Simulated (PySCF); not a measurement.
Method: PySCF energies (xtb for GFN2) plus ideal-gas RRHO corrections (1 bar). 'Table' is the NASA 1993 thermochemical table (part measured, part estimated). All species are closed-shell singlets. The harmonic model lacks anharmonicity and excited electronic states, which grow with temperature; levels with a mode under 35 cm⁻¹ are left out. Internal rotation in C4H10 (isobutane) is treated as a harmonic vibration of one conformer, which makes the entropy rough.

Harmonic frequencies at GFN2-xTB (cm⁻¹): 188, 237, 237, 364, 364, 448, 862, 946, 946, 965, 1005, 1005, 1193, 1193, 1205, 1333, 1333, 1410, 1410, 1429, 1495, 1500, 1500, 1509, 1509, 1515, 2925, 3024, 3024, 3025, 3032, 3032, 3033, 3037, 3037, 3038. Point group C3v; S°(298 K) = 294.4 J/mol/K at this level.

Question: Work out Cp and S° of gaseous C4H10 (isobutane) at 500, 800, 1200, 1600, 2000 K from these, and set them beside the table.

Answer: 
| T (K) | Cp GFN2-xTB | Cp table | S° GFN2-xTB | S° table |
|---|---|---|---|---|
| 500 | 144.0 | 148.9 | 354.5 | 358.1 |
| 800 | 202.5 | 203.7 | 435.8 | 441.2 |
| 1200 | 250.7 | 245.9 | 527.9 | 532.6 |
| 1600 | 278.4 | 271.3 | 604.2 | 607.1 |
| 2000 | 294.9 | 287.5 | 668.2 | 669.5 |
Units J/mol/K.
